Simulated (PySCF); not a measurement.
# MgF: changing the method

Starting from one script, swap the method and compare what comes out for MgF.

Program: PySCF 2.14.0. Level of theory: method and basis as typed in the scripts. These are calculated values, not measurements.

## (1) The starting structure

MgF: 2 atoms, charge 0, spin multiplicity 2.

Bond lengths: Mg1–F2 1.649 Å.

## (2) The base run

Contents of input.py:

```python
from pyscf import gto, scf

mol = gto.M(
    atom='Mg 0 0 0; F 0 0 1.649',
    basis='cc-pcvdz',
    charge=0,
    spin=1,
    verbose=3,
)
mf = scf.UHF(mol)
mf.kernel()
mf.nuc_grad_method().kernel()
mf.dip_moment()
print('orbital energies (hartree):', [e[max(0, n-3):n+3].round(4) for e, n in zip(mf.mo_energy, mol.nelec)])
```

The run is started by

```
OMP_NUM_THREADS=1 python input.py
```

## (3) Population analysis

Edit 1 changes step after the SCF: gradient → analyze.

input.py: that of step 2 with these lines changed.

```diff
@@ -11,4 +11,3 @@
 mf.kernel()
-mf.nuc_grad_method().kernel()
-mf.dip_moment()
+mf.analyze()
 print('orbital energies (hartree):', [e[max(0, n-3):n+3].round(4) for e, n in zip(mf.mo_energy, mol.nelec)])
```

## (4) RHF

Edit 2 changes SCF type: UHF → RHF.

Contents of input.py:

```python
from pyscf import gto, scf

mol = gto.M(
    atom='Mg 0 0 0; F 0 0 1.649',
    basis='cc-pcvdz',
    charge=0,
    spin=1,
    verbose=3,
)
mf = scf.RHF(mol)
mf.kernel()
mf.nuc_grad_method().kernel()
mf.dip_moment()
print('orbital energies (hartree):', mf.mo_energy[..., max(0, mol.nelec[1]-3):mol.nelec[0]+3].round(4))
```

## (5) SCF alone

Edit 3 changes step after the SCF: gradient → none.

input.py: that of step 2 with these lines changed.

```diff
@@ -11,3 +11,2 @@
 mf.kernel()
-mf.nuc_grad_method().kernel()
 mf.dip_moment()
```

## (6) Camb3lyp (UKS)

Edit 4 changes functional: none (Hartree–Fock) → camb3lyp; SCF type: UHF → UKS; step after the SCF: gradient → analyze.

Contents of input.py:

```python
from pyscf import gto, dft

mol = gto.M(
    atom='Mg 0 0 0; F 0 0 1.649',
    basis='cc-pcvdz',
    charge=0,
    spin=1,
    verbose=3,
)
mf = dft.UKS(mol, xc='camb3lyp')
mf.kernel()
mf.analyze()
print('orbital energies (hartree):', [e[max(0, n-3):n+3].round(4) for e, n in zip(mf.mo_energy, mol.nelec)])
```

## (7) CISD

Edit 5 changes step after the SCF: gradient → cisd; frozen orbitals: none → 2.

input.py: that of step 2 with these lines changed.

```diff
@@ -1,2 +1,2 @@
-from pyscf import gto, scf
+from pyscf import gto, scf, ci
 
@@ -11,3 +11,3 @@
 mf.kernel()
-mf.nuc_grad_method().kernel()
+ci.CISD(mf, frozen=2).kernel()
 mf.dip_moment()
```

Before running it: what results should come out? Wanted: for each run, E(SCF); from base; gap, α spin; SCF dipole; after the SCF.

As calculated:

| run | E(SCF) (hartree) | from base (eV) | gap, α spin (eV) | SCF dipole (D) | after the SCF |
| --- | --- | --- | --- | --- | --- |
| base | -299.097373 | 0 | 8.80 | 2.76 | n/a |
| population analysis | -299.097373 | 0.0000 | 8.80 | 2.76 | n/a |
| RHF | -299.097235 | +0.0037 | n/a | 2.75 | n/a |
| SCF alone | -299.097373 | 0.0000 | 8.80 | 2.76 | n/a |
| camb3lyp (UKS) | -299.930194 | not comparable | 6.86 | 2.63 | n/a |
| CISD | -299.097373 | 0.0000 | 8.80 | 2.76 | CISD correlation -9.831 eV, core frozen |

What this shows: Total energies of different functionals can't be compared with each other; differences within one functional can.
